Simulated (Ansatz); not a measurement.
Rock-salt NbC

Calculation: PBEsol in Ansatz (PAW).

Run with plane-wave cutoff 500 eV, 10×14×1 k mesh (along the axes of the cell as run), Fermi–Dirac smearing 0.05 eV, scalar-relativistic PAW data made under PBE.

Cell: relaxed at this level.

* **surface energy of the (110) face**: 3.39 J/m²
* **work function of the (110) face**: 3.96 eV

The slab of 16 atoms is relaxed and unreconstructed.

Static lattice: no zero-point or thermal effects.

Ansatz is a program for electronic structure.
